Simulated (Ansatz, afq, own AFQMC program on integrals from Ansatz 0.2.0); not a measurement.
**Where AFQMC and coupled cluster stand for CH₂N, quartet**

```xyz
4

N    -0.0301   -0.1308    0.6612
C     0.1162    0.1026   -0.7459
H    -0.2826    0.7427    1.1410
H    -0.6838   -0.1484   -1.4423
```

Connectivity, by distances: NH–CH.

Basis cc-pVDZ. Only valence electrons are correlated. Ansatz 0.2.0 and our own AFQMC program on the same integrals; the CISD trial comes from CCSD amplitudes, and released means the phaseless constraint is let go. Free AFQMC starts from the CCSD state and is never constrained. Its projection time is finite, and what remains of the start isn't in its error. Error bars are statistical, one sigma.

Determinant: UHF, the one that the program's search chose, which needn't be the lowest solution. The geometry is a point of a scan.

No full CI on the walks' own integrals is used here; CCSDT(Q) serves as the reference and is uncertain by about the last step of the cluster series.

Cautions: lower spins were not checked.

```
T1 diagnostic                               : 0.0195
weight of the determinant in the CISD state : 0.906
⟨S²⟩ of the determinant                     : 3.763
size of the correlated space                : 11 electrons in 36 orbitals
```

Reference: CCSDT(Q), correlation energy -6.913 eV. The released energy is read at 2.40 1/Eh (meV from the phaseless value at times in 1/Eh: -8 ± 11 at 0.24, 2 ± 9 at 0.51, 6 ± 11 at 0.99, -11 ± 14 at 1.62, -12 ± 14 at 2.40).

```csv
level,E − E(reference) (mEh),share of correlation (%)
HF,254.03,0.00
MP2,38.18,84.97
CCSD,6.84,97.31
CCSD(T),1.19,99.53
CCSDT,0.39,99.85
ph-AFQMC/HF,0.86 ± 1.41,99.66
ph-AFQMC/CISD,0.21 ± 0.39,99.92
released AFQMC,-0.23 ± 0.51,100.09
free AFQMC,-0.55 ± 0.39,100.22
```

Free projections are given only where their last times agree within the noise and don't stop above the reference; a slow remainder of the start can still hide under it. Released energies are given only where the last usable release times agree within the noise; a slower fall can still hide under it.
